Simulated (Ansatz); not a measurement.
System: CHN, net charge 1, doublet state. SMILES of the parent species: C#N
Coordinates optimised at B3LYP-D3(BJ)/def2-TZVP (Ansatz, a program for electronic structure):
```
C
N 1 1.2074
H 1 1.0934 2 180.00
```
Charge +1, spin multiplicity 2.

Parts of the frozen-core correlation energy in cc-pVDZ (Ansatz, hartree). Frozen orbitals: 2; correlated occupied orbitals by spin: 5 and 4; virtual: 26 and 27. Open shells are spin-unrestricted. No spin-orbit coupling. No relativistic terms.

```csv
term,value
reference (HF),-92.44503
MP2 opposite-spin,-0.16963
MP2 same-spin,(withheld)
CCSD correlation,(withheld)
(T),(withheld)
CCSDT minus CCSD(T),-0.00102
CCSDT(Q) minus CCSD(T),-0.00199
T1 diagnostic,0.030
largest doubles amplitude,0.128
<S^2> of the reference,0.792
```

### Question
Some entries are withheld; supply them.

### Answer

- MP2 same-spin, value: -0.05365
- CCSD correlation, value: -0.25056
- (T), value: -0.00882
